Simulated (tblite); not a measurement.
Task: What does the GFN2-xTB structure of `CC[PH](C)(C)C` look like in three dimensions?

Result: 
```
atom  x, y, z in Å
C1     2.343   -0.028    0.574
C2     1.386   -0.351   -0.563
P3    -0.370   -0.239    0.032
C4    -0.820    0.695    1.550
C5    -0.779    1.237   -1.135
C6    -1.640   -1.340   -0.709
H7     2.073   -0.610    1.455
H8     3.367   -0.273    0.300
H9     2.297    1.029    0.827
H10    1.568    0.297   -1.421
H11    1.519   -1.394   -0.868
H12   -0.031   -1.393    0.952
H13    0.051    0.703    2.204
H14   -1.163    1.711    1.365
H15   -1.603    0.118    2.044
H16   -0.131    2.088   -0.920
H17   -0.637    0.964   -2.182
H18   -1.813    1.561   -1.011
H19   -2.244   -0.868   -1.480
H20   -2.270   -1.693    0.107
H21   -1.113   -2.200   -1.121
```

Any rigid rotation of these coordinates is as good. Atoms count from 1 in this order. Of the pairs four or more bonds apart, H7···H12 is among the closest relative to their van der Waals radii: 2.30 Å, 96 % of the sum of Bondi's values. P3 (phosphorus bonded to 4 C and H) is trigonal bipyramidal (τ5 = (β − α)/60° = 0.96 from the two widest angles, 179.3° and 121.8° (0 for a square pyramid, 1 for a trigonal bipyramid)). The C–P distances run from 1.837 Å (P3–C6, drawn single) to 1.925 Å (P3–C5, drawn single), a spread of 0.088 Å.

Bonds between heavy atoms (Å): C1–C2 1.521, C2–P3 1.857, P3–C4 1.839, P3–C5 1.925, P3–C6 1.837.

Structure optimised with GFN2-xTB, isolated species.

Point group: C1 (no symmetry element, even within 0.4 Å). Its GFN2-xTB frequencies are all real (lowest 59 cm⁻¹).

Hardware: one thread of an x86-64 server, shared host. That covers the optimisation of the geometry.

The numbers are calculated, not measured.
